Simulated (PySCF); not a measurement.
# PH₃⁻: relaxation and vibrations of the doublet

Where does doublet PH₃⁻ go from a trigonal planar start, is the end point a minimum, and what are its modes, charges and moments?

Method: PBE0, basis P def2-TZVPD, H def2-TZVPD, no relativity, density fitting; program: PySCF 2.14.0.

## (1) The system as given

4 atoms, charge -1, spin multiplicity 2.

Bond lengths: P1–H2 1.430 Å, P1–H3 1.430 Å, P1–H4 1.430 Å. Angles: H2–P1–H3 120.0°, H2–P1–H4 120.0°, H3–P1–H4 120.0°.

Coordinates in bohr (charge -1 multiplicity 2):
```
P     0.0000    0.0000    0.0000
H     2.7023    0.0000    0.0000
H    -1.3512    2.3402    0.0000
H    -1.3512   -2.3402    0.0000
```

## (2) First SCF at the start

The steps below are one call of a driver around PySCF. For each, scf.py gives the equivalent set-up of the SCF; relaxations use the driver's own optimiser. After this first run the driver tries any further starts and a stability analysis.

File scf.py:

```python
from pyscf import gto, scf, dft
mol = gto.M(atom='''
P      0.000000     0.000000     0.000000
H      1.430000     0.000000     0.000000
H     -0.715000     1.238400     0.000000
H     -0.715000    -1.238400     0.000000''',
    basis={'P': 'def2-TZVPD', 'H': 'def2-TZVPD'},
    charge=-1, spin=1)
mf = dft.UKS(mol, xc='PBE0')
mf.grids.atom_grid = (50, 194)
aux = {'P': 'def2-universal-JKFIT', 'H': 'def2-universal-JKFIT'}
mf = mf.density_fit(auxbasis=aux)
mf.conv_tol = 1e-08
mf.diis_space = 10
mf.max_cycle = 60
mf.init_guess = 'minao'
mf.verbose = 4
mf.kernel()
```

Launch:

```
OMP_NUM_THREADS=2 python axn.py task.json out
```

The runs that follow: Trigonal planar start, doublet: relaxation; Frequencies; Leaving the saddle point; Hessian and properties.

What does the calculation give? Wanted: minimum; geometry; wavenumbers; dipole moment; highest occupied, lowest empty level; polar-tensor charge of P1; zero-point energy; ⟨S²⟩.

As calculated:

| quantity | value |
| --- | --- |
| minimum | doublet, C3v |
| geometry | P–H 1.438 Å (×3); H–P–H 93.2° (×3) |
| wavenumbers (cm⁻¹) | 968 (a1), 1083 (e), 2034 (e), 2202 (a1) |
| dipole moment (centre of mass) | 0.13 D |
| highest occupied, lowest empty level (either spin) | 2.39, 3.79 eV |
| polar-tensor charge of P1 | -1.02 e |
| zero-point energy | 56.2 kJ/mol |
| entropy at 298.15 K | 216.5 J/(mol K) |
| ⟨S²⟩ | 0.750 |

From D3h at the start the molecule goes to a C3v minimum, after a stop at a higher-order saddle point 107.3 kJ/mol higher, from which it was pushed off along an imaginary mode. The strongest infrared band lies at 2034 cm⁻¹ (e, stretch). Most of the spin sits on P1 (Mulliken spin 2.08, against 1 for the whole molecule). Other starts or spin states, not run here, may lie lower. The highest occupied level lies above zero: either self-interaction error lifts it or the extra electron is not bound, and the basis holds it in place.
